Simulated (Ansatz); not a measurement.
Ansatz (a quantum-chemistry and plane-wave program) input file for methane cation (CH4), SMILES C (connectivity only; charge and spin as stated), charge +1, multiplicity 2, PBE-D3(BJ)/def2-TZVPD. 

Ansatz 0.2 input:
```yaml
crystal:
  periodic: [false, false, false]
  atoms:
    - {symbol: C, position_ang: [-0.00000000, 0.00000000, 0.00000000]}
    - {symbol: H, position_ang: [-0.74684111, -0.74684111, -0.37477854]}
    - {symbol: H, position_ang: [0.74684111, 0.74684110, -0.37477853]}
    - {symbol: H, position_ang: [-0.74684111, 0.74684111, 0.37477854]}
    - {symbol: H, position_ang: [0.74684111, -0.74684111, 0.37477853]}
basis:
  gaussian:
    orbitals: def2-TZVPD
hamiltonian:
  xc: pbe
  dispersion: d3bj
total_charge: 1
magnetization: {spin_polarized: true, initial_magnetization: 1}
relax: {f_tol: 0.002, max_steps: 200}
```

Log of the run:

```
WARN ansatz: RAYON_NUM_THREADS=1 ignored (pool sized by the plan → 1); use --threads N
Functional definition: PBE
integrals: 0.01 GiB planned
378 factors; their error is unknown
mean field: 0.15 GiB planned
mean field evaluation 1: about -1079.7240 eV, gradient 4.5e1 eV
mean field evaluation 2: about -1076.9076 eV, gradient 4.6e1 eV
mean field evaluation 4: about -1088.6233 eV, gradient 1.1e-1 eV
mean field evaluation 8: about -1088.6022 eV, gradient 2.4e-1 eV
mean field evaluation 16: about -1088.6024 eV, gradient 2.7e-5 eV
mean field -1088.60239176 eV, -40.0054000161 hartree, gradient 2.7e-5 eV, S^2 0.751802; 0 other end points of the search recorded, 0 dependent functions left out
the calculation of the forces begins
reference -1088.60242010 eV, -40.0054010573 hartree; 5, 4 occupied and 68, 69 virtual orbitals, 378 factors
relax step   1: F+E_penalty+E_count = -1088.63450828 eV  Δ(F+E_penalty+E_count) = +0.000e0 eV  max|allowed force component| = 1.583e-1 eV/Å  Δτ_max = 0.0000 Å  (28 SCF iters, accepted)
these checks for a lower state are left out or cut short: starts, cluster_reference, orbital_swaps, neighbouring_geometries, increment
integrals: 0.01 GiB planned
378 factors; their error is unknown
mean field: 0.15 GiB planned
mean field -1088.60607649 eV, -40.0055354274 hartree, gradient 3.6e-6 eV, S^2 0.751807; 0 other end points of the search recorded, 0 dependent functions left out
the calculation of the forces begins
reference -1088.60610496 eV, -40.0055364734 hartree; 5, 4 occupied and 68, 69 virtual orbitals, 378 factors
relax step   2: F+E_penalty+E_count = -1088.63818274 eV  Δ(F+E_penalty+E_count) = -3.674e-3 eV  max|allowed force component| = 4.519e-2 eV/Å  Δτ_max = 0.0083 Å  (30 SCF iters, accepted)
these checks for a lower state are left out or cut short: starts, cluster_reference, orbital_swaps, neighbouring_geometries, increment
integrals: 0.01 GiB planned
378 factors; their error is unknown
mean field: 0.15 GiB planned
mean field evaluation 32: about -1088.6064 eV, gradient 3.6e-6 eV
mean field -1088.60638928 eV, -40.0055469223 hartree, gradient 3.6e-6 eV, S^2 0.751809; 0 other end points of the search recorded, 0 dependent functions left out
the calculation of the forces begins
reference -1088.60641779 eV, -40.0055479700 hartree; 5, 4 occupied and 68, 69 virtual orbitals, 378 factors
relax step   3: F+E_penalty+E_count = -1088.63849198 eV  Δ(F+E_penalty+E_count) = -3.092e-4 eV  max|allowed force component| = 2.369e-3 eV/Å  Δτ_max = 0.0025 Å  (30 SCF iters, accepted)
these checks for a lower state are left out or cut short: starts, cluster_reference, orbital_swaps, neighbouring_geometries, increment
integrals: 0.01 GiB planned
378 factors; their error is unknown
mean field: 0.15 GiB planned
mean field -1088.60639076 eV, -40.0055469764 hartree, gradient 3.6e-6 eV, S^2 0.751809; 0 other end points of the search recorded, 0 dependent functions left out
the calculation of the forces begins
reference -1088.60641927 eV, -40.0055480241 hartree; 5, 4 occupied and 68, 69 virtual orbitals, 378 factors
relax step   4: F+E_penalty+E_count = -1088.63849342 eV  Δ(F+E_penalty+E_count) = -1.434e-6 eV  max|allowed force component| = 3.057e-4 eV/Å  Δτ_max = 0.0003 Å  (31 SCF iters, accepted)
integrals: 0.01 GiB planned
378 factors; their error is unknown
mean field: 0.15 GiB planned
mean field -1088.60639076 eV, -40.0055469764 hartree, gradient 3.6e-6 eV, S^2 0.751809; 1 other end points of the search recorded, 0 dependent functions left out
the calculation of the forces begins
reference -1088.60641927 eV, -40.0055480241 hartree; 5, 4 occupied and 68, 69 virtual orbitals, 378 factors
Total energy: -1088.63852193 eV, -40.0067277751 hartree
Atom 0 at     0.000000     0.000000     0.000000 Å, force     0.000000     0.000000    -0.000000 eV/Å
Atom 1 at    -0.753554    -0.753554    -0.370328 Å, force    -0.000035    -0.000035    -0.000306 eV/Å
Atom 2 at     0.753554     0.753554    -0.370328 Å, force     0.000035     0.000035    -0.000306 eV/Å
Atom 3 at    -0.753554     0.753554     0.370328 Å, force    -0.000035     0.000035     0.000306 eV/Å
Atom 4 at     0.753554    -0.753554     0.370328 Å, force     0.000035    -0.000035     0.000306 eV/Å
Dipole moment:    -0.000000     0.000000    -0.000000 e Å
```

The run converged.
